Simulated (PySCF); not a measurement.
1-chloropropane (C₃H₇Cl), SMILES C(Cl)CC.

Coordinates come from a PBE-D3(BJ)/def2-SVP optimisation. One conformer was computed; it need not be the lowest.

Calculation: PySCF 2.14.0 with PBE-D3(BJ)/def2-SVP.

Frequencies are harmonic and unscaled.

```csv
mode,ν (cm⁻¹),IR (km/mol),moving atoms (share of kinetic energy)
1,144,0.8,"H 44 %, C 39 %, Cl 17 %"
2,217,1.6,"H 68 %, C 17 %, Cl 15 %"
3,295,0.7,"H 56 %, C 34 %, Cl 10 %"
4,416,1.3,"C 50 %, H 40 %, Cl 10 %"
5,648,15.2,"C 50 %, H 26 %, Cl 24 %"
6,770,18.1,"H 71 %, C 26 %"
7,847,2.6,"H 65 %, C 34 %"
8,884,10.1,"H 50 %, C 49 %"
9,1017,1.4,"H 69 %, C 31 %"
10,1041,0.9,"H 70 %, C 29 %"
11,1079,2.8,"C 56 %, H 44 %"
12,1185,0.4,"H 72 %, C 28 %"
13,1227,5.5,"H 79 %, C 21 %"
14,1271,21.6,"H 84 %, C 15 %"
15,1320,0.4,"H 71 %, C 29 %"
16,1351,8.0,"H 70 %, C 30 %"
17,1398,4.5,"H 92 %, C 8 %"
18,1405,1.9,H 93 %
19,1421,9.1,H 95 %
20,1431,5.2,H 94 %
21,2963,20.0,H 94 %
22,2973,19.4,H 97 %
23,3002,11.7,H 94 %
24,3018,17.1,"H 91 %, C 9 %"
25,3060,22.2,"H 91 %, C 9 %"
26,3073,12.7,"H 90 %, C 10 %"
27,3075,11.9,"H 91 %, C 9 %"
```
